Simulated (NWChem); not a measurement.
# chloroform (CHCl3); SMILES ClC(Cl)Cl

Program: NWChem. Pople sets run with spherical d functions. Each level has its own optimisation. Computed dipoles belong to the equilibrium geometry; the measured one is vibrationally averaged.

Measured dipole moment: 1.01 D (NIST CCCBDB, as tabulated in the package chemicals).

| level | dipole moment (D) | computed − measured |
|---|---|---|
| PBE/STO-3G | 1.52 | +0.51 |
| PBE/3-21G | 1.54 | +0.53 |
| PBE/6-31G* | 1.24 | +0.23 |
| PBE/6-31+G* | 1.21 | +0.20 |
| PBE/6-311G** | 1.20 | +0.19 |
